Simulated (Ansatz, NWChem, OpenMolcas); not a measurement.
# How basis sets differ on BOF (fluoro(oxo)borane)

BOF has 3 atoms, charge 0, and is taken as a singlet. SMILES: `O=BF`. The coordinates come from a PBE0-D4/def2-TZVP relaxation.

```xyz
3

O     0.9831   -0.5651    0.4799
B     0.0203   -0.0116    0.0099
F    -1.0034    0.5768   -0.4898
```

Each level gives the dipole moment (D). The values are calculated.

```tsv
level	kind	program	value (D)
HF/ANO-S-MB	Hartree–Fock	OpenMolcas	1.85
HF/STO-3G	Hartree–Fock	OpenMolcas	1.52
UHF/STO-3G	Hartree–Fock	OpenMolcas	1.52
HF/3-21G	Hartree–Fock	NWChem	1.99
HF/def2-SVP	Hartree–Fock	Ansatz	2.27
HF/cc-pVTZ	Hartree–Fock	NWChem	2.39
```

The values span 1.52 to 2.39 D. Sets without polarisation functions give poor dipoles.
